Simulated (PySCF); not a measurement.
```yaml
atoms:
  - { symbol: C, position_ang: [0.0000, 0.0000, -0.7332] }
  - { symbol: N, position_ang: [0.0000, 0.0000, 0.6285] }
```

Basis set: cc-pVTZ (spherical functions). Correlated methods keep 2 orbitals frozen. Charge -1, multiplicity 1.

Starred EOM-CCSD(T)(a) on the restricted Hartree–Fock determinant with PySCF 2.14.0; the energies are vertical.

Task: The solver was asked for the few lowest roots only. Give the ionization energies of singlet CN(-) among them whose weight of singles is over 0.7.

Result:

```json
{"root": "1", "energy (eV)": "3.45", "weight of singles": "0.94"}
{"root": "2", "energy (eV)": "3.86", "weight of singles": "0.96"}
{"root": "3", "energy (eV)": "3.86", "weight of singles": "0.96"}
```

Higher main lines weren't sought. Caution: no diffuse functions for an anion.
